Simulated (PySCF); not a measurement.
A PySCF script (with the pyscf-properties extension) for the NMR shieldings of `[LiH]`, HLi, on a GFN2-xTB geometry:

```python
import basis_set_exchange as bse
import numpy as np
from pyscf import gto, dft
from pyscf.prop import nmr

atoms = """
Li    0.688543   -0.002368   -0.003470
H    -0.685786    0.003637   -0.010679
"""
names = dict.fromkeys(["Li", "H"], "pcSseg-1")
basis = {el: gto.basis.parse(bse.get_basis(n, elements=[el], fmt="nwchem")) for el, n in names.items()}
mol = gto.M(atom=atoms, basis=basis, charge=0, verbose=0)
mf = dft.RKS(mol, xc="PBE0")
mf.grids.level = 2
mf.grids.alignment = dft.numint.BLKSIZE   # the property module wants whole blocks of grid points
mf.conv_tol = 1e-9
mf.kernel()

calc = nmr.RKS(mf)   # GIAO
C = mf.mo_coeff
Co = C[:, mf.mo_occ > 0]
resp = mf.gen_response(singlet=True, hermi=2)
def vind(x):   # induced exchange potential for any number of trial vectors
    d = np.einsum("pi,xij,qj->xpq", C, 2 * x.reshape(-1, C.shape[1], Co.shape[1]), Co, optimize=True)
    return np.einsum("xpq,pi,qj->xij", resp(d - d.transpose(0, 2, 1)), C, Co, optimize=True).ravel()
mo1, _ = nmr.rhf.solve_mo1(calc, with_cphf=vind)
sigma = calc.kernel(mo1)
for i, s in enumerate(sigma):   # ppm
    print("%2d %-2s %9.2f" % (i, mol.atom_pure_symbol(i), np.trace(s) / 3))
```

Q: Give the expected output.

A: 
```
 0 Li     86.35
 1 H      26.87
```

These numbers come from an equivalent density-fitted implementation of the same equations, which agrees with the script to about 0.01 ppm for H and up to a few tenths of a ppm for heavy atoms, so last digits may differ.

Size and cost of the density-fitted run: 17 basis functions, 0.81 s wall time on 1 thread of an Arm Neoverse V1, shared host; peak memory 0.23 GiB.
